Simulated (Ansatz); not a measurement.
fcc Sr, treated with rVV10 (PAW; Ansatz, a quantum-chemistry and plane-wave program).

Input file:

Ansatz 0.2 input:
```yaml
crystal:
  lattice:
    - [0.0, 2.9692408134, 2.9692408134]
    - [2.9692408134, 0.0, 2.9692408134]
    - [2.9692408134, 2.9692408134, 0.0]
  atoms:
    - { symbol: Sr, position: [0.0, 0.0, 0.0] }
basis:
  ecutwfc: 520
  ecutrho_ratio: 4
  xc_grid: 2
kpoints:
  mp_grid: { grid: [16, 16, 16] }
hamiltonian:
  xc: { exchange: rpw86, correlation: pbe }
  dispersion: rvv10
  pseudopotentials: { kind: paw }
scf:
  occupations: { method: fermi_dirac, width: 0.05 }
  convergence: { dr2_threshold: 0.0000000001 }
output:
  forces: false
  stress: true
  eigenvalues: true
```

Output (set-up and result lines):

```
Crystal: 1 atoms, lattice volume = 52.356 Å³
Basis set: ecut = 520 eV, 1411 PW (Γ), exchange–correlation on 64×64×64 points (8 copies of the dense FFT grid, shifted against one another)
Bands: 9, of which v1, the nominal top of the filled ones, is band 5 counted from 1 (4 counted from 0)
Symmetry: 48 space group operations
Space group: Fm-3m (ITA 225), of the structure as read, at distance tolerance 3.7e-5 Å
k-points: 145 of 4096
Functional: x = rpw86, c = pbe(β = 0.06672455060314922) + rvv10(b = 6.3, C = 0.0093)
SCF iter   1: F=—  HF=-3578.032634 eV  |F-HF|=—  |Δ(HF+E_count)|=         —  Δρ=2.66e-3  dr2=3.08e-3
SCF iter   2: F=—  HF=-3578.032601 eV  |F-HF|=—  |Δ(HF+E_count)|=   3.33e-5  Δρ=1.39e-3  dr2=9.61e-4
  ...
SCF iter   6: F=—  HF=-3578.032430 eV  |F-HF|=—  |Δ(HF+E_count)|=   2.48e-9  Δρ=7.00e-7  dr2=2.35e-10
SCF iter   7: F=-3578.032430 eV  HF=-3578.032430 eV  |F-HF|=0.00e0  |Δ(HF+E_count)|=  4.05e-11  Δρ=8.95e-8  dr2=2.42e-12
SCF 1 converged in 7 iterations: F = -3578.032430 eV  dr2 = 2.42e-12
SCF converged after 7 iterations
Free energy (F): -3578.032430 eV
Internal energy: -3578.022719 eV  (E = F + TS)
E sigma→0 (E₀):  -3578.027574 eV
Fermi energy:    5.387924 eV
--- Stress (GPa, compression-positive) ---
       -0.009675      -0.000000       0.000000
        0.000000      -0.009675       0.000000
       -0.000000      -0.000000      -0.009675
  P = ⅓ Tr σ = -0.0097 GPa (-0.097 kbar)
```

The PAW data were made under PBE.
